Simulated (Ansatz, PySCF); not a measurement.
A calculation on zinc-blende BAs returned lattice constant a 4.764 Å, bulk modulus 139 GPa, cohesive energy 4.96 eV/atom.

For reference: lattice constant a 4.777 Å (measured, room temperature, not corrected to a static lattice; as tabulated in Lucero et al. (2012), arXiv:1111.4515); bulk modulus 142 GPa (measured, temperature not stated, no zero-point or thermal correction; as tabulated in PMC11618452 (zinc blende boron arsenide), quoting Tian et al.).

Task: Which level of theory produced these numbers?
A. RPBE (Ansatz, a quantum-chemistry and plane-wave program)
B. PBE-D3(BJ) (Ansatz)
C. CCSD (PySCF)
D. LDA (Ansatz)

Result: B, PBE-D3(BJ) (Ansatz)

The others give: LDA 4.732 Å, 147 GPa, 5.61 eV/atom; RPBE 4.841 Å, 125 GPa, 4.21 eV/atom; CCSD 4.759 Å, 146 GPa, 4.32 eV/atom.

Unless a cell is named, each level is at its own relaxed cell (CCSD 13.47, LDA 13.25, PBE-D3(BJ) 13.52, RPBE 14.18 Å³/atom).

Ansatz's density-functional and Hartree–Fock values are scalar-relativistic unless marked +SOC, with PAW data made under PBE.
